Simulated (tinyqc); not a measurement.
Worked calculation: RHF in the sto-6g basis, for H2O, spin multiplicity 1. Computed by tinyqc, a small Python program that keeps every step (integrals from PySCF). Settings: charge = 0, multiplicity = 1, basis = sto-6g, energy threshold = 1e-10, iteration cap = 88, orthogonalisation = symmetric, start = highest core orbitals, DIIS depth = 3, method = RHF. Command: `OMP_NUM_THREADS=1 python tinyqc.py 30342 30343 out.jsonl` (the two numbers bound the seeds that draw the settings). One thread of a shared host (Intel(R) Xeon(R) Processor @ 2.60GHz), about 0.1 s of CPU time with the checks. Later iterations appear only in the table of the cycle.

## One-electron integrals

Geometry (angstrom):
```
atom,x,y,z
O,0.000000,0.000000,0.000000
H,0.000000,0.777000,0.516000
H,0.000000,-0.777000,0.516000
```

Basis sto-6g: exponents (1/bohr^2) and contraction coefficients of normalised primitives:
```
element,l (shell),exponent,coefficient
O,s (1),1355.584234,0.009164
O,s (1),248.544885,0.049361
O,s (1),69.533902,0.168538
O,s (1),23.886772,0.370563
O,s (1),9.275933,0.416492
O,s (1),3.820341,0.130334
O,s (2),52.187762,-0.013253
O,s (2),10.329320,-0.046992
O,s (2),3.210345,-0.033785
O,s (2),1.235135,0.250242
O,s (2),0.536420,0.595117
O,s (2),0.245881,0.240706
O,p (3),52.187762,0.003760
O,p (3),10.329320,0.037679
O,p (3),3.210345,0.173897
O,p (3),1.235135,0.418036
O,p (3),0.536420,0.425860
O,p (3),0.245881,0.101708
H,s (1),35.523221,0.009164
H,s (1),6.513144,0.049361
H,s (1),1.822143,0.168538
H,s (1),0.625955,0.370563
H,s (1),0.243077,0.416492
H,s (1),0.100112,0.130334
```

Overlap, kinetic and nuclear-attraction integrals over the contracted functions; the nuclear repulsion is the sum of Za Zb / Rab.

nuclear repulsion = 9.41800447 hartree

overlap S, lower triangle:
```
,1O 1s,1O 2s,1O 2px,1O 2py,1O 2pz,2H 1s,3H 1s
1O 1s,1.000000
1O 2s,0.231145,1.000000
1O 2px,0.000000,0.000000,1.000000
1O 2py,0.000000,0.000000,0.000000,1.000000
1O 2pz,0.000000,0.000000,0.000000,0.000000,1.000000
2H 1s,0.058624,0.492947,0.000000,0.334110,0.221880,1.000000
3H 1s,0.058624,0.492947,0.000000,-0.334110,0.221880,0.237549,1.000000
```

kinetic energy T (hartree), lower triangle:
```
,1O 1s,1O 2s,1O 2px,1O 2py,1O 2pz,2H 1s,3H 1s
1O 1s,29.327197
1O 2s,-0.896024,0.842618
1O 2px,0.000000,0.000000,2.531309
1O 2py,0.000000,0.000000,0.000000,2.531309
1O 2pz,0.000000,0.000000,0.000000,0.000000,2.531309
2H 1s,-0.001423,0.140193,0.000000,0.250714,0.166498,0.768522
3H 1s,-0.001423,0.140193,0.000000,-0.250714,0.166498,0.004496,0.768522
```

nuclear attraction V (hartree), lower triangle:
```
,1O 1s,1O 2s,1O 2px,1O 2py,1O 2pz,2H 1s,3H 1s
1O 1s,-62.393000
1O 2s,-6.413558,-10.117308
1O 2px,0.000000,0.000000,-10.028381
1O 2py,0.000000,0.000000,0.000000,-10.212679
1O 2pz,-0.019137,-0.210882,0.000000,0.000000,-10.109660
2H 1s,-1.865245,-4.028203,0.000000,-2.447246,-1.691343,-5.935081
3H 1s,-1.865245,-4.028203,0.000000,2.447246,-1.691343,-1.568412,-5.935081
```

core Hamiltonian H = T + V (hartree), lower triangle:
```
,1O 1s,1O 2s,1O 2px,1O 2py,1O 2pz,2H 1s,3H 1s
1O 1s,-33.065803
1O 2s,-7.309582,-9.274690
1O 2px,0.000000,0.000000,-7.497073
1O 2py,0.000000,0.000000,0.000000,-7.681370
1O 2pz,-0.019137,-0.210882,0.000000,0.000000,-7.578351
2H 1s,-1.866668,-3.888010,0.000000,-2.196532,-1.524846,-5.166559
3H 1s,-1.866668,-3.888010,0.000000,2.196532,-1.524846,-1.563916,-5.166559
```

## Two-electron integrals

Functions are numbered as in S; the eight-fold symmetry (ij|kl) = (ji|kl) = (kl|ij) leaves the list below.

Two-electron integrals (ij|kl) in chemists' order, unique and non-zero (hartree):
```
i,j,k,l,(ij|kl)
1,1,1,1,4.787491
2,1,1,1,0.675884
2,1,2,1,0.121505
2,2,1,1,1.117379
2,2,2,1,0.249212
2,2,2,2,0.817383
3,1,3,1,0.025762
3,2,3,1,0.039145
3,2,3,2,0.180664
3,3,1,1,1.117381
3,3,2,1,0.249212
3,3,2,2,0.817382
3,3,3,3,0.880663
4,1,4,1,0.025762
4,2,4,1,0.039145
4,2,4,2,0.180664
4,3,4,3,0.047461
4,4,1,1,1.117381
4,4,2,1,0.249212
4,4,2,2,0.817382
4,4,3,3,0.785741
4,4,4,4,0.880663
5,1,5,1,0.025762
5,2,5,1,0.039145
5,2,5,2,0.180664
5,3,5,3,0.047461
5,4,5,4,0.047461
5,5,1,1,1.117381
5,5,2,1,0.249212
5,5,2,2,0.817382
5,5,3,3,0.785741
5,5,4,4,0.785741
5,5,5,5,0.880663
6,1,1,1,0.183132
6,1,2,1,0.031537
6,1,2,2,0.063205
6,1,3,3,0.063067
6,1,4,1,0.001279
6,1,4,2,0.002491
6,1,4,4,0.063355
6,1,5,1,0.000850
6,1,5,2,0.001654
6,1,5,4,0.000191
6,1,5,5,0.063194
6,1,6,1,0.008344
6,2,1,1,0.420789
6,2,2,1,0.095043
6,2,2,2,0.342147
6,2,3,3,0.336655
6,2,4,1,0.006290
6,2,4,2,0.045223
6,2,4,4,0.348088
6,2,5,1,0.004177
6,2,5,2,0.030032
6,2,5,4,0.007593
6,2,5,5,0.341697
6,2,6,1,0.024761
6,2,6,2,0.173870
6,3,3,1,0.010870
6,3,3,2,0.060127
6,3,4,3,0.009458
6,3,5,3,0.006281
6,3,6,3,0.025428
6,4,1,1,0.243379
6,4,2,1,0.055781
6,4,2,2,0.214189
6,4,3,3,0.204383
6,4,4,1,0.014171
6,4,4,2,0.087299
6,4,4,4,0.230587
6,4,5,1,0.002192
6,4,5,2,0.018044
6,4,5,4,0.011121
6,4,5,5,0.207597
6,4,6,1,0.015245
6,4,6,2,0.132392
6,4,6,4,0.125324
6,5,1,1,0.161626
6,5,2,1,0.037044
6,5,2,2,0.142241
6,5,3,3,0.135729
6,5,4,1,0.002192
6,5,4,2,0.018044
6,5,4,4,0.140569
6,5,5,1,0.012326
6,5,5,2,0.072110
6,5,5,4,0.012672
6,5,5,5,0.150426
6,5,6,1,0.010124
6,5,6,2,0.087921
6,5,6,4,0.066340
6,5,6,5,0.069484
6,6,1,1,0.543670
6,6,2,1,0.125058
6,6,2,2,0.512042
6,6,3,3,0.491328
6,6,4,1,0.011354
6,6,4,2,0.109258
6,6,4,4,0.534450
6,6,5,1,0.007540
6,6,5,2,0.072557
6,6,5,4,0.028637
6,6,5,5,0.510346
6,6,6,1,0.032975
6,6,6,2,0.320329
6,6,6,4,0.279001
6,6,6,5,0.185283
6,6,6,6,0.774999
7,1,1,1,0.183132
7,1,2,1,0.031537
7,1,2,2,0.063205
7,1,3,3,0.063067
7,1,4,1,-0.001279
7,1,4,2,-0.002491
7,1,4,4,0.063355
7,1,5,1,0.000850
7,1,5,2,0.001654
7,1,5,4,-0.000191
7,1,5,5,0.063194
7,1,6,1,0.008206
7,1,6,2,0.023858
7,1,6,4,0.013302
7,1,6,5,0.009747
7,1,6,6,0.031245
7,1,7,1,0.008344
7,2,1,1,0.420789
7,2,2,1,0.095043
7,2,2,2,0.342147
7,2,3,3,0.336655
7,2,4,1,-0.006290
7,2,4,2,-0.045223
7,2,4,4,0.348088
7,2,5,1,0.004177
7,2,5,2,0.030032
7,2,5,4,-0.007593
7,2,5,5,0.341697
7,2,6,1,0.023858
7,2,6,2,0.140681
7,2,6,4,0.073612
7,2,6,5,0.069022
7,2,6,6,0.212892
7,2,7,1,0.024761
7,2,7,2,0.173870
7,3,3,1,0.010870
7,3,3,2,0.060127
7,3,4,3,-0.009458
7,3,5,3,0.006281
7,3,6,3,0.019908
7,3,7,3,0.025428
7,4,1,1,-0.243379
7,4,2,1,-0.055781
7,4,2,2,-0.214189
7,4,3,3,-0.204383
7,4,4,1,0.014171
7,4,4,2,0.087299
7,4,4,4,-0.230587
7,4,5,1,-0.002192
7,4,5,2,-0.018044
7,4,5,4,0.011121
7,4,5,5,-0.207597
7,4,6,1,-0.013302
7,4,6,2,-0.073612
7,4,6,4,-0.019013
7,4,6,5,-0.035268
7,4,6,6,-0.097831
7,4,7,1,-0.015245
7,4,7,2,-0.132392
7,4,7,4,0.125324
7,5,1,1,0.161626
7,5,2,1,0.037044
7,5,2,2,0.142241
7,5,3,3,0.135729
7,5,4,1,-0.002192
7,5,4,2,-0.018044
7,5,4,4,0.140569
7,5,5,1,0.012326
7,5,5,2,0.072110
7,5,5,4,-0.012672
7,5,5,5,0.150426
7,5,6,1,0.009747
7,5,6,2,0.069022
7,5,6,4,0.035268
7,5,6,5,0.053257
7,5,6,6,0.114580
7,5,7,1,0.010124
7,5,7,2,0.087921
7,5,7,4,-0.066340
7,5,7,5,0.069484
7,6,1,1,0.157513
7,6,2,1,0.035862
7,6,2,2,0.138043
7,6,3,3,0.135250
7,6,4,4,0.138244
7,6,5,1,0.002581
7,6,5,2,0.021313
7,6,5,5,0.140634
7,6,6,1,0.009220
7,6,6,2,0.067890
7,6,6,4,0.044525
7,6,6,5,0.038608
7,6,6,6,0.125223
7,6,7,1,0.009220
7,6,7,2,0.067890
7,6,7,4,-0.044525
7,6,7,5,0.038608
7,6,7,6,0.031601
7,7,1,1,0.543670
7,7,2,1,0.125058
7,7,2,2,0.512042
7,7,3,3,0.491328
7,7,4,1,-0.011354
7,7,4,2,-0.109258
7,7,4,4,0.534450
7,7,5,1,0.007540
7,7,5,2,0.072557
7,7,5,4,-0.028637
7,7,5,5,0.510346
7,7,6,1,0.031245
7,7,6,2,0.212892
7,7,6,4,0.097831
7,7,6,5,0.114580
7,7,6,6,0.334910
7,7,7,1,0.032975
7,7,7,2,0.320329
7,7,7,4,-0.279001
7,7,7,5,0.185283
7,7,7,6,0.125223
7,7,7,7,0.774999
```

## Orthogonalisation

S = U s U^T; symmetric (Loewdin) form X = U s^(-1/2) U^T, so that X^T S X = 1.

eigenvalues of S: 0.327330  0.394023  0.894802  1.000000  1.079424  1.368429  1.935993

X, lower triangle:
```
,1O 1s,1O 2s,1O 2px,1O 2py,1O 2pz,2H 1s,3H 1s
1O 1s,1.022948
1O 2s,-0.140177,1.271673
1O 2px,0.000000,0.000000,1.000000
1O 2py,0.000000,0.000000,0.000000,1.133980
1O 2pz,-0.009056,0.110877,0.000000,0.000000,1.049017
2H 1s,0.020642,-0.316768,0.000000,-0.253132,-0.140457,1.228268
3H 1s,0.020642,-0.316768,0.000000,0.253132,-0.140457,-0.085686,1.228268
```

## Starting guess

The start is the highest orbitals of the core Hamiltonian (a deliberately bad start); D = 2 C_occ C_occ^T.

D at the start, lower triangle:
```
,1O 1s,1O 2s,1O 2px,1O 2py,1O 2pz,2H 1s,3H 1s
1O 1s,0.018514
1O 2s,-0.125699,1.142041
1O 2px,0.000000,0.000000,2.000000
1O 2py,0.000000,0.000000,0.000000,2.828126
1O 2pz,0.129006,-0.342949,0.000000,0.000000,1.883115
2H 1s,0.079238,-1.107816,0.000000,-1.239300,-0.500135,3.318859
3H 1s,0.079238,-1.107816,0.000000,1.239300,-0.500135,-0.390396,3.318859
```

## Iteration 1: building the Fock matrix

J_ij = sum D_kl (ij|kl), K_ij = sum D_kl (ik|jl); F = H + J - 0.5 K; E = tr D H + tr D J / 2 - 0.25 tr D K + E_nn.

Coulomb J (hartree), lower triangle:
```
,1O 1s,1O 2s,1O 2px,1O 2py,1O 2pz,2H 1s,3H 1s
1O 1s,8.843171
1O 2s,1.979406,6.825729
1O 2px,0.000000,0.000000,6.753842
1O 2py,0.000000,0.000000,0.000000,6.926188
1O 2pz,-0.025934,-0.015110,0.000000,0.000000,6.797139
2H 1s,0.501246,3.016187,0.000000,1.979700,1.307975,5.151419
3H 1s,0.501246,3.016187,0.000000,-1.979700,1.307975,1.274551,5.151419
```

exchange K (hartree), lower triangle:
```
,1O 1s,1O 2s,1O 2px,1O 2py,1O 2pz,2H 1s,3H 1s
1O 1s,0.189608
1O 2s,0.243298,1.359546
1O 2px,0.000000,0.000000,2.012680
1O 2py,0.000000,0.000000,0.000000,2.170930
1O 2pz,-0.033268,-0.628004,0.000000,0.000000,1.824747
2H 1s,0.064430,0.613391,0.000000,0.651133,0.175510,1.591568
3H 1s,0.064430,0.613391,0.000000,-0.651133,0.175510,0.247635,1.591568
```

Fock matrix F (hartree), lower triangle:
```
,1O 1s,1O 2s,1O 2px,1O 2py,1O 2pz,2H 1s,3H 1s
1O 1s,-24.317436
1O 2s,-5.451825,-3.128734
1O 2px,0.000000,0.000000,-1.749571
1O 2py,0.000000,0.000000,0.000000,-1.840647
1O 2pz,-0.028437,0.088010,0.000000,0.000000,-1.693586
2H 1s,-1.397637,-1.178519,0.000000,-0.542399,-0.304625,-0.810924
3H 1s,-1.397637,-1.178519,0.000000,0.542399,-0.304625,-0.413182,-0.810924
```

total energy of this density = -27.73677465 hartree

## Iteration 1: diagonalisation and new density

Diagonalise F' = X^T F X, C = X C', fill 5 alpha and 5 beta electrons from the bottom; D = 2 C_occ C_occ^T. Each column has its largest component positive (the first on a tie).

F' = X^T F X (hartree), lower triangle:
```
,1,2,3,4,5,6,7
1,-24.048900
2,-2.398212,-2.141064
3,0.000000,0.000000,-1.749571
4,0.000000,0.000000,0.000000,-1.795105
5,-0.035342,0.144963,0.000000,0.000000,-1.674641
6,-0.320660,-0.376968,0.000000,-0.217041,-0.107711,-0.292996
7,-0.320660,-0.376968,0.000000,0.217041,-0.107711,-0.092039,-0.292996
```

orbital energies (hartree): MO1 -24.319173, MO2 -2.049864, MO3 -1.852163, MO4 -1.749571, MO5 -1.670865, MO6 -0.209737, MO7 -0.143900

coefficients C:
```
,MO1,MO2,MO3,MO4,MO5,MO6,MO7
1O 1s,1.002209,-0.228209,0.000000,0.000000,-0.064177,0.079916,0.000000
1O 2s,-0.011414,1.053558,0.000000,0.000000,0.305808,-0.803832,0.000000
1O 2px,0.000000,0.000000,0.000000,1.000000,0.000000,0.000000,0.000000
1O 2py,0.000000,0.000000,1.049457,0.000000,0.000000,0.000000,-0.559199
1O 2pz,-0.000197,-0.226819,0.000000,0.000000,0.987712,-0.353904,0.000000
2H 1s,0.003334,-0.061260,-0.079066,0.000000,-0.047628,0.875905,0.959720
3H 1s,0.003334,-0.061260,0.079066,0.000000,-0.047628,0.875905,-0.959720
```

D after iteration 1, lower triangle:
```
,1O 1s,1O 2s,1O 2px,1O 2py,1O 2pz,2H 1s,3H 1s
1O 1s,2.121241
1O 2s,-0.542993,2.407268
1O 2px,0.000000,0.000000,2.000000
1O 2py,0.000000,0.000000,0.000000,2.202720
1O 2pz,-0.023646,0.126170,0.000000,0.000000,2.054043
2H 1s,0.040757,-0.158288,0.000000,-0.165952,-0.066296,0.024567
3H 1s,0.040757,-0.158288,0.000000,0.165952,-0.066296,-0.000438,0.024567
```

## Iteration 2: building the Fock matrix

As before.

Coulomb J (hartree), lower triangle:
```
,1O 1s,1O 2s,1O 2px,1O 2py,1O 2pz,2H 1s,3H 1s
1O 1s,18.688031
1O 2s,3.365170,8.820224
1O 2px,0.000000,0.000000,8.822774
1O 2py,0.000000,0.000000,0.000000,8.818263
1O 2pz,0.001798,-0.002562,0.000000,0.000000,8.819631
2H 1s,0.877656,3.590548,0.000000,2.203795,1.461987,5.174947
3H 1s,0.877656,3.590548,0.000000,-2.203795,1.461987,1.421471,5.174947
```

exchange K (hartree), lower triangle:
```
,1O 1s,1O 2s,1O 2px,1O 2py,1O 2pz,2H 1s,3H 1s
1O 1s,9.884318
1O 2s,1.590128,2.854431
1O 2px,0.000000,0.000000,2.367391
1O 2py,0.000000,0.000000,0.000000,2.376504
1O 2pz,0.000028,0.008810,0.000000,0.000000,2.366847
2H 1s,0.444192,1.106845,0.000000,0.548917,0.373147,0.693436
3H 1s,0.444192,1.106845,0.000000,-0.548917,0.373147,0.372221,0.693436
```

Fock matrix F (hartree), lower triangle:
```
,1O 1s,1O 2s,1O 2px,1O 2py,1O 2pz,2H 1s,3H 1s
1O 1s,-19.319931
1O 2s,-4.739476,-1.881681
1O 2px,0.000000,0.000000,0.142007
1O 2py,0.000000,0.000000,0.000000,-0.051359
1O 2pz,-0.017354,-0.217849,0.000000,0.000000,0.057857
2H 1s,-1.211109,-0.850885,0.000000,-0.267196,-0.249432,-0.338330
3H 1s,-1.211109,-0.850885,0.000000,0.267196,-0.249432,-0.328556,-0.338330
```

total energy of this density = -74.50962228 hartree

## Iteration 2: DIIS over 2 matrices

error matrix X^T (FDS - SDF) X:
```
,1,2,3,4,5,6,7
1,0.000000,0.103586,0.000000,0.000000,0.043031,-0.262607,-0.262607
2,-0.103586,0.000000,0.000000,0.000000,0.084226,0.491558,0.491558
3,0.000000,0.000000,0.000000,0.000000,0.000000,0.000000,0.000000
4,0.000000,0.000000,0.000000,0.000000,0.000000,0.749866,-0.749866
5,-0.043031,-0.084226,0.000000,0.000000,0.000000,0.417726,0.417726
6,0.262607,-0.491558,0.000000,-0.749866,-0.417726,0.000000,0.000000
7,0.262607,-0.491558,0.000000,0.749866,-0.417726,0.000000,0.000000
```

B (overlaps of the stored error matrices):
```
,1,2
1,7.4388639e-01,-8.7182399e-01
2,-8.7182399e-01,4.2288949e+00
```

Minimise |sum c_i e_i|^2 with sum c_i = 1: solve [B -1; -1 0][c; lambda] = [0; -1] with B_ij = tr e_i^T e_j, and take F = sum c_i F_i.

DIIS coefficients: 0.759439  0.240561

extrapolated F (hartree), lower triangle:
```
,1O 1s,1O 2s,1O 2px,1O 2py,1O 2pz,2H 1s,3H 1s
1O 1s,-23.115231
1O 2s,-5.280462,-2.828742
1O 2px,0.000000,0.000000,-1.294531
1O 2py,0.000000,0.000000,0.000000,-1.410214
1O 2pz,-0.025771,0.014432,0.000000,0.000000,-1.272257
2H 1s,-1.352766,-1.099703,0.000000,-0.476196,-0.291348,-0.697236
3H 1s,-1.352766,-1.099703,0.000000,0.476196,-0.291348,-0.392825,-0.697236
```

## Iteration 2: diagonalisation and new density

As before.

F' = X^T F X (hartree), lower triangle:
```
,1,2,3,4,5,6,7
1,-22.831355
2,-2.415736,-1.803045
3,0.000000,0.000000,-1.294531
4,0.000000,0.000000,0.000000,-1.305660
5,-0.031352,0.104726,0.000000,0.000000,-1.231937
6,-0.297708,-0.403050,0.000000,-0.264511,-0.142811,-0.170466
7,-0.297708,-0.403050,0.000000,0.264511,-0.142811,-0.097723,-0.170466
```

orbital energies (hartree): MO1 -23.115530, MO2 -1.716466, MO3 -1.410279, MO4 -1.294531, MO5 -1.271922, MO6 -0.030607, MO7 0.031876

coefficients C:
```
,MO1,MO2,MO3,MO4,MO5,MO6,MO7
1O 1s,1.000893,-0.237092,0.000000,0.000000,-0.010480,0.094327,0.000000
1O 2s,-0.004699,1.052282,0.000000,0.000000,0.030262,-0.861130,0.000000
1O 2px,0.000000,0.000000,0.000000,1.000000,0.000000,0.000000,0.000000
1O 2py,0.000000,0.000000,0.995656,0.000000,0.000000,0.000000,-0.650179
1O 2pz,0.000481,-0.037548,0.000000,0.000000,0.989372,-0.414731,0.000000
2H 1s,0.001588,-0.025797,0.006467,0.000000,0.020548,0.878722,0.962950
3H 1s,0.001588,-0.025797,-0.006467,0.000000,0.020548,0.878722,-0.962950
```

D after iteration 2, lower triangle:
```
,1O 1s,1O 2s,1O 2px,1O 2py,1O 2pz,2H 1s,3H 1s
1O 1s,2.116219
1O 2s,-0.509015,2.216470
1O 2px,0.000000,0.000000,2.000000
1O 2py,0.000000,0.000000,0.000000,1.982661
1O 2pz,-0.001971,-0.019147,0.000000,0.000000,1.960535
2H 1s,0.014980,-0.053062,0.000000,0.012878,0.042598,0.002264
3H 1s,0.014980,-0.053062,0.000000,-0.012878,0.042598,0.002097,0.002264
```

## Iteration 11 (converged): orbitals

converged F (hartree), lower triangle:
```
,1O 1s,1O 2s,1O 2px,1O 2py,1O 2pz,2H 1s,3H 1s
1O 1s,-20.485663
1O 2s,-4.962499,-2.343886
1O 2px,0.000000,0.000000,-0.392397
1O 2py,0.000000,0.000000,0.000000,-0.354420
1O 2pz,-0.029110,-0.126895,0.000000,0.000000,-0.363304
2H 1s,-1.266523,-1.050116,0.000000,-0.418370,-0.342732,-0.604714
3H 1s,-1.266523,-1.050116,0.000000,0.418370,-0.342732,-0.390893,-0.604714
```

As before.

F' = X^T F X (hartree), lower triangle:
```
,1,2,3,4,5,6,7
1,-20.154768
2,-2.507980,-1.147631
3,0.000000,0.000000,-0.392397
4,0.000000,0.000000,0.000000,-0.002787
5,-0.043616,0.110620,0.000000,0.000000,-0.227605
6,-0.230815,-0.545735,0.000000,-0.504133,-0.313004,0.034230
7,-0.230815,-0.545735,0.000000,0.504133,-0.313004,-0.107799,0.034230
```

orbital energies (hartree): MO1 -20.488973, MO2 -1.278044, MO3 -0.646998, MO4 -0.442059, MO5 -0.392397, MO6 0.605502, MO7 0.786241

coefficients C:
```
,MO1,MO2,MO3,MO4,MO5,MO6,MO7
1O 1s,0.996582,-0.221553,0.000000,0.091331,0.000000,-0.128077,0.000000
1O 2s,0.016446,0.830435,0.000000,-0.513184,0.000000,0.946853,0.000000
1O 2px,0.000000,0.000000,0.000000,0.000000,1.000000,0.000000,0.000000
1O 2py,0.000000,0.000000,0.601377,0.000000,0.000000,0.000000,1.025870
1O 2pz,0.003212,0.128560,0.000000,0.809578,0.000000,0.693047,0.000000
2H 1s,-0.003989,0.157797,0.435086,0.257963,0.000000,-0.825700,-0.859077
3H 1s,-0.003989,0.157797,-0.435086,0.257963,0.000000,-0.825700,0.859077
```

D after iteration 11, lower triangle:
```
,1O 1s,1O 2s,1O 2px,1O 2py,1O 2pz,2H 1s,3H 1s
1O 1s,2.101207
1O 2s,-0.428931,1.906501
1O 2px,0.000000,0.000000,2.000000
1O 2py,0.000000,0.000000,0.000000,0.723310
1O 2pz,0.097315,-0.617299,0.000000,0.000000,1.343910
2H 1s,-0.030752,-0.002817,0.000000,0.523302,0.458230,0.561522
3H 1s,-0.030752,-0.002817,0.000000,-0.523302,0.458230,-0.195678,0.561522
```

## Convergence

Stop when the energy changes by less than 1e-10 hartree and every element of the error matrix X^T (F D S - S D F) X is below 3e-06.

Course of the cycle:
```
iteration,E (hartree),change,largest element of the error matrix
1,-27.73677465,-,3.64e-01
2,-74.50962228,-4.68e+01,7.50e-01
3,-74.83616523,-3.27e-01,7.12e-01
4,-74.62826297,2.08e-01,7.41e-01
5,-75.66173579,-1.03e+00,8.74e-02
6,-75.66906466,-7.33e-03,6.31e-03
7,-75.66912890,-6.42e-05,1.79e-03
8,-75.66913474,-5.84e-06,4.88e-04
9,-75.66913548,-7.40e-07,9.05e-05
10,-75.66913550,-2.13e-08,4.56e-06
11,-75.66913550,-2.11e-11,1.43e-07
```

PySCF RHF in the same basis = -75.66913550 hartree

Converged in 11 iterations.

## Populations, bond orders and dipole

Mulliken: Z minus the diagonal of D S on the atom; Loewdin: the same with S^(1/2) D S^(1/2); Mayer order: 2 sum_s sum (D(s) S)_ij (D(s) S)_ji over the two atoms.

Charges (e):
```
atom,Mulliken,Loewdin
1O,-0.423279,-0.292695
2H,0.211640,0.146347
3H,0.211640,0.146347
```

Mayer bond orders:
```
pair,order
2-1,0.935985
3-1,0.935985
3-2,0.019224
```

dipole moment about the origin, x y z (debye): 0.000000  0.000000  1.725074
